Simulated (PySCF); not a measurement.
# Structure revision by computed shifts

A compound C$_{4}$H$_{4}$N$_{2}$ gives the data below (simulated from a calculation) and was assigned the structure `c1cnccn1`.

13C{1H} NMR (computed): δ 158.4 (CH, 2C), 129.6 (CH, 2C).

1H NMR (500 MHz, computed): δ 9.54 (m, 2H), 7.33 (m, 2H).

Computational details: σ from GIAO-B97-2/pcSseg-2, PBE0-D3(BJ)/def2-TZVP structure, spin–spin couplings from B3LYP/pcJ-2, in PySCF 2.14.0 with density-fitted response routines (no solvent model, no relativistic terms, one averaged value for each set of equivalent atoms, one computed conformer).

Shifts are taken against calculated references (same method and geometry level): 1H, 13C against TMS.

**Question.** Compare with the shifts computed for the proposed structure, pairing carbons in order of shift.

**Answer.** Mapped SMILES: `[cH:1]1[cH:2][n:3][cH:4][cH:5][n:6]1`; H(Xn) means a hydrogen on atom n.

```json
{"atom": "C1", "computed for proposal": "153.0", "given list": "158.4", "difference": "-5.4"}
{"atom": "C2", "computed for proposal": "153.0", "given list": "158.4", "difference": "-5.4"}
{"atom": "C4", "computed for proposal": "153.0", "given list": "129.6", "difference": "+23.4"}
{"atom": "C5", "computed for proposal": "153.0", "given list": "129.6", "difference": "+23.4"}
```

The rms difference is 17.0 ppm and the largest +23.4 ppm at C4 (aromatic CH next to a ring nitrogen). The proposal also would give 1 carbon signal, not 2. The proposal doesn't fit.

**Question.** Which isomer fits?

**Answer.** Pyridazine.

- Carbon types of the structure: 4 × CH, which accounts for all hydrogens.
- δC 158.4: aromatic CH next to a ring nitrogen; the adjacent pyridine-type nitrogen withdraws density from it.
- δC 129.6: aromatic CH; the aromatic region.
- δH 9.54: hydrogen on an aromatic CH next to a ring nitrogen; ring current plus the neighbouring ring nitrogen.
- δH 7.33: hydrogen on an aromatic CH; it sits in the deshielding region of the aromatic ring current.

Other isomers checked: c1cncnc1 (rms 18.7 ppm); N#CCCC#N (rms 83.3 ppm).

The shifts were computed for this structure.

Splittings below 1 Hz are ignored in the labels, and close J values are merged. Couplings among chemically equivalent protons are left out too, so labels in AA′BB′ or AA′XX′ sets are apparent multiplicities. Shifts are as computed. Against solution values, carbons near 30 ppm lie about +3 ppm off and those near 130 ppm about +7 ppm. Of 1309 compounds with measured shifts, 239 miss one by over three times the rms of a fit or turn the order of signals round; such compounds aren't used in these exercises.
